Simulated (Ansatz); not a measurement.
## C2HClN2O, SMILES Clc1ncno1: a single point in a Gaussian basis, step by step

Computed with Ansatz 0.2.0 through its Python package.

Notebook, run cell by cell (the value of a cell's last expression is shown):

**Cell 1**
```python
from pathlib import Path

import ansatz as az
from rdkit import Chem
from rdkit.Chem import AllChem
```

**Cell 2**
```python
rd = Chem.AddHs(Chem.MolFromSmiles("Clc1ncno1"))
AllChem.EmbedMolecule(rd, randomSeed=280)
AllChem.UFFOptimizeMolecule(rd)
system = az.Crystal.molecule()
for atom, xyz in zip(rd.GetAtoms(), rd.GetConformer().GetPositions()):
    system = system.atom(atom.GetSymbol(), xyz.round(5).tolist())
```

**Cell 3**
```python
setup = system.calculation()
setup = setup.basis(gaussian="def2-SVP")
setup = setup.functional(az.LibraryFunctional("PBE0-DH"))
setup = setup.orbitals()
out = setup.run(threads=1, backend="cpu", runs_dir="runs")
summary = out.report
```

**Cell 4**
```python
{key: value for key, value in summary.items() if isinstance(value, (int, float)) and "ev" in key}
```
Output:
```text
{'free_energy_ev': -19614.802876424255, 'reference_energy_ev': -19610.98762337866}
```

**Cell 5**
```python
summary["published_state_doubts"]
```
Output:
```text
[]
```

**Cell 6**
```python
for key in ("converged", "free_energy_ev", "reference_energy_ev", "n_frozen", "n_occupied", "n_virtual"):
    print(f"{key:22s} {summary[key]}")

lines = Path(summary["orbitals_path"]).read_text().splitlines()
field_of = lambda key: [line.split("=")[1].strip() for line in lines if line.startswith(key)]
orbitals = [(27.211386 * float(e), s, float(n)) for e, s, n in zip(field_of("Ene="), field_of("Spin="), field_of("Occup="))]
homo = max(e for e, _, n in orbitals if n > 0.5)
lumo = min(e for e, _, n in orbitals if n < 0.5)
for e, spin, n in sorted(orbitals):
    if homo - 15 < e < lumo + 5:
        print(f"{spin:6s} {e:10.3f} eV  occupation {n:.0f}")
```
Output:
```text
converged              True
free_energy_ev         -19614.802876424255
reference_energy_ev    -19610.98762337866
n_frozen               10
n_occupied             [16, 16]
n_virtual              [67, 67]
Alpha     -21.570 eV  occupation 2
Alpha     -20.083 eV  occupation 2
Alpha     -17.711 eV  occupation 2
Alpha     -17.360 eV  occupation 2
Alpha     -14.838 eV  occupation 2
Alpha     -14.783 eV  occupation 2
Alpha     -12.526 eV  occupation 2
Alpha     -12.031 eV  occupation 2
Alpha     -11.612 eV  occupation 2
Alpha     -11.578 eV  occupation 2
Alpha     -10.592 eV  occupation 2
Alpha      -9.457 eV  occupation 2
Alpha      -0.104 eV  occupation 0
Alpha       1.418 eV  occupation 0
Alpha       1.696 eV  occupation 0
Alpha       3.624 eV  occupation 0
```

Caveats:
- Total energies depend on the basis set; only differences at equal settings carry meaning.
- The geometry is a force-field or estimated start, not a minimum of this method, and the basis set is short of its limit.
- Alpha marks a spatial orbital of a restricted run, filled by both spins.
- Levels such as HOMO and LUMO are orbital energies: with these approximate functionals they aren't the ionisation energy and electron affinity, and their gap isn't the fundamental gap.
- For a double hybrid the total adds scaled second-order correlation to the self-consistent reference.
- Run time: 5.3 s on 1 thread of Arm Neoverse V1, on a shared host, peak memory 0.29 GiB.
